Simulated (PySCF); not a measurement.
C5H9N.
SMILES: `[H]/N=C(/C)C(=C)C`

Torsions of this conformer, `[H]/[N:6]=[C:4](\[C:2](=[CH2:1])[CH3:3])[CH3:5]`: C1–C2–C4–C5 141°.

The closed-shell ground state was solved at several levels (PySCF, density fitting, gas phase, non-relativistic). Geometry: PBE0-D3(BJ)/def2-SVP, one conformer, isolated molecule.

```tsv
level	basis functions	total energy (Eh)	HOMO (eV)	LUMO (eV)	gap (eV)	dipole (D)
BHandHLYP/def2-SVPD	192	-250.3365	-8.38	0.17	8.55	2.64
PBE0/aug-cc-pVDZ	219	-250.3938	-7.26	-0.98	6.28	2.58
PBE/def2-SVPD	192	-250.1676	-5.89	-1.95	3.94	2.51
B3LYP/def2-SVPD	192	-250.5067	-7.07	-1.18	5.89	2.58
PBE0/6-31+G*	126	-250.3650	-7.27	-0.93	6.34	2.69
HF/def2-SVPD	192	-248.8243	-9.84	2.51	12.35	2.74
PBE0/def2-SVPD	192	-250.1970	-7.29	-0.95	6.34	2.58
```

Task: Estimate the row for LDA/def2-SVPD, a basis of 192 functions; the other rows only guide the guess.

Result: Total energy -248.2226 Eh, HOMO -5.99 eV, LUMO -2.18 eV, gap 3.81 eV, dipole 2.61 D.

Task: Over all these levels, which gives the widest orbital gap and which the narrowest?

Result: HF/def2-SVPD (Hartree–Fock, all exact exchange) has the widest, 12.35 eV, and LDA/def2-SVPD (LDA) the narrowest, 3.81 eV. The two share the basis. From the narrowest to the widest the HOMO moves by -3.85 eV and the LUMO by +4.69 eV.

Task: How much does the basis alone move the frontier levels among the 3 PBE0 rows?

Result: The HOMO by 0.03 eV and the LUMO by 0.05 eV. By rising basis size (HOMO, LUMO in eV): 6-31+G* -7.27, -0.93; def2-SVPD -7.29, -0.95; aug-cc-pVDZ -7.26, -0.98.

Task: In the def2-SVPD basis, how does the gap go with the fixed share of exact exchange?

Result: LDA (0 %) 3.81 eV; PBE (0 %) 3.94 eV; B3LYP (20 %) 5.89 eV; PBE0 (25 %) 6.34 eV; BHandHLYP (50 %) 8.55 eV; HF (100 %) 12.35 eV. Each rise in the share widens the gap here.

Task: How far do the dipole and the HOMO energy spread over the levels?

Result: The dipole runs from 2.51 to 2.74 D (mean 2.62 D) and the HOMO from -9.84 to -5.89 eV.
